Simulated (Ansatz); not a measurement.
CCSD(T) against full CI for several species

Each species is computed at the geometry given (Å), with frozen cores, in Ansatz 0.2.0: RHF-CCSD(T) for singlets, UHF-CCSD(T) otherwise, and full CI in the same basis. The program picks the determinant by trial CCSD, so it needn't be the lowest Hartree–Fock solution. States: NaCl Σ⁺ or Δ, SiO Σ⁺ or Δ, SO Σ⁻ or Δ, CH Π. Cases whose determinant has another symmetry than full CI's state, or whose (Q) step broke down, weren't drawn.

Problem. Judging by size, spin and bonding, rank them by the size of CCSD(T)'s error in total energy against full CI in the same basis, smallest first (an estimate).
A. CH, doublet, 6-31G: C 0.000 0.000 0.000; H 0.000 0.000 1.121
B. NaCl, singlet, 6-31G: Na 0.000 0.000 0.000; Cl 0.000 0.000 2.391
C. SiO, singlet, 6-31G: Si 0.000 0.000 0.000; O 0.000 0.000 1.542
D. SO, triplet, 6-31G: O 0.000 0.000 0.000; S 0.000 0.000 1.524

Solution. B (3.6 meV), A (7.9 meV), C (40.3 meV), D (50.9 meV).

| species | basis | correlated electrons | CCSD(T) − full CI (meV) | CCSDT(Q) − full CI (meV) | unpaired electrons (full CI) | T1 | ⟨S²⟩ of the determinant |
| --- | --- | --- | --- | --- | --- | --- | --- |
| NaCl, singlet | 6-31G | 8 | 3.6 | -0.3 | 0.01 | 0.015 | 0.00 |
| CH, doublet | 6-31G | 5 | 7.9 | 0.1 | 1.04 | 0.007 | 0.75 |
| SiO, singlet | 6-31G | 10 | 40.3 | -8.3 | 0.12 | 0.035 | 0.00 |
| SO, triplet | 6-31G | 12 | 50.9 | 0.1 | 2.04 | 0.016 | 2.03 |

Unpaired electrons are Σ n²(2−n)² over natural occupations; an open shell counts its own unpaired electrons too. Frozen cores follow each run's orbitals, which moves totals by a few meV.
